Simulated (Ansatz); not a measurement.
## B20 (FeSi-type) FeSi

Computed with BLYP in Ansatz (plane waves, PAW).

Numerical settings: plane-wave cutoff 520 eV, 8×8×8 k mesh, Fermi–Dirac smearing 0.01 eV, no spin polarisation, scalar-relativistic PAW data made under PBE.

Cell (measured lattice):

FeSi is modelled in the cubic space group P2₁3 (No. 198), Pearson symbol cP8. Lattice parameters: a = b = c = 4.4869 Å, α = β = γ = 90.00°. Fe on 4a is surrounded by 4 Si at 2.286–2.341 Å and 3 Si at 2.516 Å and 6 Fe at 2.752 Å. Si on 4a is coordinated by 4 Fe at 2.286–2.341 Å and 3 Fe at 2.516 Å. (Neighbours: up to the widest gap in distance over summed covalent radii, below 1.35, at either atom; cation-cation and far metal-metal contacts left out.)

For B20 (FeSi-type) FeSi, the band gap comes out as 0.15 eV (indirect) and the smallest direct gap on the k points sampled is 0.18 eV. The Γ–Γ gap is 0.71 eV.

Measured, for comparison: band gap 0.05 eV (temperature not stated, no zero-point or thermal correction, indirect, transport; lower end of the printed range; as tabulated in Tomczak (2018), arXiv:1802.07220).

Note: cell and atoms aren't relaxed at this level (largest force component 0.19 eV/Å, pressure 2.8 GPa).

Computed values are for the static lattice.

Ansatz is a program for electronic structure.
